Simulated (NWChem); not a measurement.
System: tetrafluoromethane (CF4); SMILES FC(F)(F)F

The following NWChem deck was run.

```
start job
memory heap 200 mb stack 900 mb global 1100 mb
geometry units angstroms noautoz
  F     -0.891122    -0.754919     0.605759
  C     -0.000001     0.000000    -0.000002
  F      0.866233    -0.763868    -0.630154
  F     -0.605276     0.783630    -0.866323
  F      0.630165     0.735159     0.890717
end
basis spherical
  * library def2-svp
end
dft
  xc b3lyp
  grid xcoarse
  iterations 150
  mulliken
end
task dft gradient
```

Parts of the log:

```
             Northwest Computational Chemistry Package (NWChem) 7.3.0
             --------------------------------------------------------

 C1  symmetry detected

                             Geometry "geometry" -> ""
                             -------------------------

 Output coordinates in angstroms (scale by  1.889725989 to convert to a.u.)

  No.       Tag          Charge          X              Y              Z
 ---- ---------------- ---------- -------------- -------------- --------------
    1 F                    9.0000    -0.72041704    -0.70429881    -0.84611380
    2 C                    6.0000     0.00000093     0.00000051    -0.00000143
    3 F                    9.0000     1.16410788    -0.58636179     0.17883220
    4 F                    9.0000     0.18763675     1.20887925    -0.48409942
    5 F                    9.0000    -0.63132822     0.08178100     1.15138197

 Effective nuclear repulsion energy (a.u.)     206.5833512650

                                 NWChem DFT Module
                                 -----------------

 Summary of "ao basis" -> "ao basis" (spherical)
 ------------------------------------------------------------------------------
       Tag                 Description            Shells   Functions and Types
 ---------------- ------------------------------  ------  ---------------------
 F                          def2-svp                 6       14   3s2p1d
 C                          def2-svp                 6       14   3s2p1d

            General Information
            -------------------
          SCF calculation type: DFT
          Wavefunction type:  closed shell.
          No. of atoms     :     5
          No. of electrons :    42
           Alpha electrons :    21
            Beta electrons :    21
          Charge           :     0
          Spin multiplicity:     1
          Use of symmetry is: off; symmetry adaption is: off
          Maximum number of iterations: 150
          AO basis - number of functions:    70
                     number of shells:    30
          Convergence on energy requested:  1.00D-06
          Convergence on density requested:  1.00D-05
          Convergence on gradient requested:  5.00D-04

              XC Information
              --------------
                         B3LYP Method XC Potential
                     Hartree-Fock (Exact) Exchange  0.200
                        Slater Exchange Functional  0.800 local
                    Becke 1988 Exchange Functional  0.720 non-local
              Lee-Yang-Parr Correlation Functional  0.810
                  VWN I RPA Correlation Functional  0.190 local

             Grid Information
             ----------------
          Grid used for XC integration:  xcoarse
          Radial quadrature: Mura-Knowles
          Angular quadrature: Lebedev.
          Tag              B.-S. Rad. Rad. Pts. Rad. Cut. Ang. Pts.
          ---              ---------- --------- --------- ---------
          F                   0.50       21           6.0       194
          C                   0.70       21           5.0       194
          Grid pruning is: on
          Number of quadrature shells:   105
          Spatial weights used:  Erf1

      Superposition of Atomic Density Guess
      -------------------------------------

 Sum of atomic energies:        -434.79485600

      Non-variational initial energy
      ------------------------------

 Total energy =    -436.189273
 1-e energy   =   -1018.459853
 2-e energy   =     375.687229
 HOMO         =      -0.586201
 LUMO         =       0.305978

     ---------------------------------------------
      Total Density - Mulliken Population Analysis
     ---------------------------------------------

    Atom       Charge   Shell Charges
 -----------   ------   -------------------------------------------------------
    1 F    9     9.40   1.99  1.14  0.76  3.46  2.04  0.00
    2 C    6     4.40   1.99  0.71  0.07  1.15  0.30  0.18
    3 F    9     9.40   1.99  1.14  0.76  3.46  2.04  0.00
    4 F    9     9.40   1.99  1.14  0.76  3.46  2.04  0.00
    5 F    9     9.40   1.99  1.14  0.76  3.46  2.04  0.00

   convergence    iter        energy       DeltaE   RMS-Dens  Diis-err
 ---------------- ----- ----------------- --------- --------- ---------
 d= 0,ls=0.0,diis     1   -436.9445380682 -6.44D+02  2.46D-02  2.05D+00
 d= 0,ls=0.0,diis     2   -436.8203085183  1.24D-01  1.36D-02  4.09D+00
 d= 0,ls=0.0,diis     3   -437.1510892148 -3.31D-01  1.40D-03  3.02D-02
 d= 0,ls=0.0,diis     4   -437.1530598266 -1.97D-03  3.56D-04  3.48D-03
 d= 0,ls=0.0,diis     5   -437.1533156971 -2.56D-04  1.06D-05  1.15D-06
 d= 0,ls=0.0,diis     6   -437.1533158016 -1.05D-07  1.40D-06  2.26D-08

         Total DFT energy =     -437.153315801641
      One electron energy =    -1017.811711344776
           Coulomb energy =      421.388714830882
    Exchange-Corr. energy =      -47.313670552780
 Nuclear repulsion energy =      206.583351265033

 Numeric. integr. density =       42.001753666878

                       DFT Final Molecular Orbital Analysis
                       ------------------------------------

 Vector   19  Occ=2.000000D+00  E=-4.405516D-01
              MO Center= -3.0D-03, -4.0D-01,  1.7D-02, r^2= 2.0D+00
   Bfn.  Coefficient  Atom+Function         Bfn.  Coefficient  Atom+Function
  ----- ------------  ---------------      ----- ------------  ---------------
     4      0.358200  1 F  px                34      0.335129  3 F  pz
    60     -0.308393  5 F  px                33      0.250003  3 F  py
     7     -0.237647  1 F  px                37     -0.222340  3 F  pz
     5     -0.205131  1 F  py                63      0.204600  5 F  px
    36     -0.165859  3 F  py                62     -0.165564  5 F  pz

 Vector   20  Occ=2.000000D+00  E=-4.405448D-01
              MO Center=  1.0D-02,  3.2D-01,  2.3D-01, r^2= 2.0D+00
   Bfn.  Coefficient  Atom+Function         Bfn.  Coefficient  Atom+Function
  ----- ------------  ---------------      ----- ------------  ---------------
    61      0.425103  5 F  py                48     -0.314220  4 F  pz
    64     -0.282036  5 F  py                46      0.251072  4 F  px
    34      0.241637  3 F  pz                51      0.208463  4 F  pz
    49     -0.166578  4 F  px                47     -0.164806  4 F  py
    33     -0.160178  3 F  py                37     -0.160314  3 F  pz

 Vector   21  Occ=2.000000D+00  E=-4.405423D-01
              MO Center= -7.2D-03,  8.8D-02, -2.4D-01, r^2= 2.1D+00
   Bfn.  Coefficient  Atom+Function         Bfn.  Coefficient  Atom+Function
  ----- ------------  ---------------      ----- ------------  ---------------
    46      0.330254  4 F  px                 5      0.290630  1 F  py
     6     -0.273419  1 F  pz                33     -0.255444  3 F  py
    48      0.256002  4 F  pz                49     -0.219103  4 F  px
    60     -0.218419  5 F  px                 8     -0.192816  1 F  py
     9      0.181398  1 F  pz                36      0.169475  3 F  py

 Vector   22  Occ=0.000000D+00  E= 1.794405D-01
              MO Center=  4.4D-04,  6.0D-04, -5.6D-04, r^2= 2.4D+00
   Bfn.  Coefficient  Atom+Function         Bfn.  Coefficient  Atom+Function
  ----- ------------  ---------------      ----- ------------  ---------------
    17      2.258203  2 C  s                  3     -0.659306  1 F  s
    31     -0.659450  3 F  s                 45     -0.659931  4 F  s
    59     -0.659018  5 F  s                 16      0.343014  2 C  s
    50      0.334115  4 F  py                35      0.321391  3 F  px
    65      0.317740  5 F  pz                 9     -0.233463  1 F  pz

 Vector   23  Occ=0.000000D+00  E= 1.910195D-01
              MO Center=  1.7D-02,  1.4D-02,  7.1D-03, r^2= 1.5D+00
   Bfn.  Coefficient  Atom+Function         Bfn.  Coefficient  Atom+Function
  ----- ------------  ---------------      ----- ------------  ---------------
    23      0.838445  2 C  pz                20      0.675798  2 C  pz
     3      0.617479  1 F  s                 59     -0.396249  5 F  s
    22      0.380335  2 C  py                21      0.337864  2 C  px
    19      0.306551  2 C  py                18      0.272311  2 C  px
    63     -0.262427  5 F  px                 7      0.244706  1 F  px

 Vector   24  Occ=0.000000D+00  E= 1.910318D-01
              MO Center= -9.1D-04, -1.4D-03, -1.3D-02, r^2= 1.5D+00
   Bfn.  Coefficient  Atom+Function         Bfn.  Coefficient  Atom+Function
  ----- ------------  ---------------      ----- ------------  ---------------
    21      0.850553  2 C  px                18      0.685630  2 C  px
    59      0.519065  5 F  s                 23     -0.439204  2 C  pz
    31     -0.397646  3 F  s                 20     -0.354077  2 C  pz
    65     -0.332115  5 F  pz                45     -0.318033  4 F  s
    62      0.264696  5 F  pz                50      0.230367  4 F  py

     ---------------------------------------------
      Total Density - Mulliken Population Analysis
     ---------------------------------------------

    Atom       Charge   Shell Charges
 -----------   ------   -------------------------------------------------------
    1 F    9     9.13   1.99  1.14  0.75  3.36  1.88  0.01
    2 C    6     5.46   1.98  0.90  0.00  1.87  0.46  0.25
    3 F    9     9.13   1.99  1.14  0.75  3.36  1.88  0.01
    4 F    9     9.13   1.99  1.14  0.75  3.36  1.88  0.01
    5 F    9     9.13   1.99  1.14  0.75  3.36  1.88  0.01

     -------------------------------------------
      Total Density - Lowdin Population Analysis
     -------------------------------------------

    Atom       Charge   Shell Charges
 -----------   ------   -------------------------------------------------------
    1 F    9     9.03   1.98  1.02  0.73  3.23  2.06  0.01
    2 C    6     5.88   1.96  0.57  0.27  1.65  0.92  0.51
    3 F    9     9.03   1.98  1.02  0.73  3.23  2.06  0.01
    4 F    9     9.03   1.98  1.02  0.73  3.23  2.06  0.01
    5 F    9     9.03   1.98  1.02  0.73  3.23  2.06  0.01

     Multipole analysis of the density
     ---------------------------------

     L   x y z        total         alpha         beta         nuclear
     -   - - -        -----         -----         ----         -------
     0   0 0 0     -0.000000    -21.000000    -21.000000     42.000000

     1   1 0 0      0.000015      0.000008      0.000008      0.000000
     1   0 1 0      0.000004      0.000002      0.000002      0.000000
     1   0 0 1     -0.000017     -0.000008     -0.000008      0.000000

     2   2 0 0    -18.652207    -46.414065    -46.414065     74.175922
     2   1 1 0      0.000013      0.000007      0.000007      0.000000
     2   1 0 1      0.000027      0.000014      0.000014     -0.000000
     2   0 2 0    -18.652265    -46.414148    -46.414148     74.176031
     2   0 1 1     -0.000012     -0.000006     -0.000006     -0.000000
     2   0 0 2    -18.652167    -46.413908    -46.413908     74.175648

            General Information
            -------------------
          SCF calculation type: DFT
          Wavefunction type:  closed shell.
          No. of atoms     :     5
          No. of electrons :    42
           Alpha electrons :    21
            Beta electrons :    21
          Charge           :     0
          Spin multiplicity:     1
          Use of symmetry is: off; symmetry adaption is: off
          Maximum number of iterations: 150
          AO basis - number of functions:    70
                     number of shells:    30
          Convergence on energy requested:  1.00D-06
          Convergence on density requested:  1.00D-05
          Convergence on gradient requested:  5.00D-04

              XC Information
              --------------
                         B3LYP Method XC Potential
                     Hartree-Fock (Exact) Exchange  0.200
                        Slater Exchange Functional  0.800 local
                    Becke 1988 Exchange Functional  0.720 non-local
              Lee-Yang-Parr Correlation Functional  0.810
                  VWN I RPA Correlation Functional  0.190 local

             Grid Information
             ----------------
          Grid used for XC integration:  xcoarse
          Radial quadrature: Mura-Knowles
          Angular quadrature: Lebedev.
          Tag              B.-S. Rad. Rad. Pts. Rad. Cut. Ang. Pts.
          ---              ---------- --------- --------- ---------
          F                   0.50       21           6.0       194
          C                   0.70       21           5.0       194
          Grid pruning is: on
          Number of quadrature shells:   105
          Spatial weights used:  Erf1

          Convergence Information
          -----------------------
          Convergence aids based upon iterative change in
          total energy or number of iterations.
          Levelshifting, if invoked, occurs when the
          HOMO/LUMO gap drops below (HL_TOL):  1.00D-02
          DIIS, if invoked, will attempt to extrapolate
          using up to (NFOCK): 10 stored Fock matrices.

                    Damping( 0%)  Levelshifting(0.5)       DIIS
                  --------------- ------------------- ---------------
          dE  on:    start            ASAP                start
          dE off:    2 iters        150 iters           150 iters

                            NWChem DFT Gradient Module
                            --------------------------

  charge          =   0.00
  wavefunction    = closed shell

                         DFT ENERGY GRADIENTS

    atom               coordinates                        gradient
                 x          y          z           x          y          z
   1 F      -1.361391  -1.330932  -1.598923    0.005185   0.005123   0.005673
   2 C       0.000002   0.000001  -0.000003   -0.000381   0.000090   0.000163
   3 F       2.199845  -1.108063   0.337944   -0.007956   0.004342  -0.001241
   4 F       0.354582   2.284451  -0.914815   -0.001258  -0.008737   0.003551
   5 F      -1.193037   0.154544   2.175796    0.004409  -0.000818  -0.008146
```

Level: B3LYP/def2-SVP. Geometry: optimised at PBE0/def2-SVP.
